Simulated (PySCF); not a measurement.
How good is the calculation?

Atom-mapped SMILES (the numbers label the heavy atoms): `[CH3:1][CH2:2][CH2:3][O:4][CH3:5]`; H(Xn) means a hydrogen on atom n.

[PySCF 2.14: GFN2-xTB structure; shielding tensors at PBE0/pcSseg-1 (GIAO); in vacuum; equivalent nuclei averaged; non-relativistic; one computed conformer]

Reference values: measured (solution, not stated per compound (mostly CDCl3 or CCl4); Pretsch, Buehlmann, Badertscher, Structure Determination of Organic Compounds, 4th ed. (2009)).
```tsv
atoms	quantity	reference	computed	computed, scaled
C3	δ ¹³C	74.5	80.6	76.4
C2	δ ¹³C	23.2	27.7	24.8
C1	δ ¹³C	10.5	11.7	9.3
```

Reference values: measured (liquid, neat; K. Matsuzaki, S. Hayashi, W. Nakanishi, RSC Adv. 2024, ESI (observed values from its refs S1-S5)).
```
atoms      quantity  reference  computed  computed, scaled
   O4  δ ¹⁷O vs H2O      -28.5         –             -12.8
```

Computed shifts are σ(ref) − σ with the named reference compound (TMS for H and C) calculated as an isolated molecule at the same level. The measured values may be among those fitted. Empirical linear scaling, fitted to shifts measured mostly in CDCl3 for H and C (δ vs TMS): ¹³C (scatter 2.1 ppm rms, 2.3 ppm with the 13 outliers that the fit left out); ¹⁷O (scatter 10.7 ppm rms, 12.2 ppm with the 3 outliers that the fit left out vs liquid water, solution or neat liquid). A few per cent of atoms miss by over 2 rms, more outside the fitted compound classes.

Question: How far are the unscaled ¹³C shifts from the references?

Answer: Mean signed difference +3.93 ppm, mean absolute 3.93 ppm over 3 comparisons; the largest is +6.1 ppm at C3 (sp3 CH2 bonded to O).
